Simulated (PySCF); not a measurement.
Computed with PySCF with PBE-D3(BJ)/def2-TZVP // B3LYP-D3(BJ)/def2-TZVP. Isolated molecules, 0 K electronic values unless said otherwise. Delta-SCF ions had no search for a lower state. 

Reference species (SMILES): `[SiH4]` (neutral, multiplicity 1).

| Quantity | Value |
|---|---|
| HOMO–LUMO gap | 8.76 eV |
| vertical ionisation energy (Delta-SCF) | 12.14 eV |

Changed species: `F[SiH](F)F` (3 of 4 H replaced by F; the reference has 0 of 4 H replaced by F).

### Question
Predict the effect on the HOMO–LUMO gap and vertical ionisation energy (Delta-SCF).

### Answer
the HOMO–LUMO gap increases by 0.93 eV, to 9.69 eV; the vertical ionisation energy (Delta-SCF) rises by 1.33 eV, to 13.47 eV.
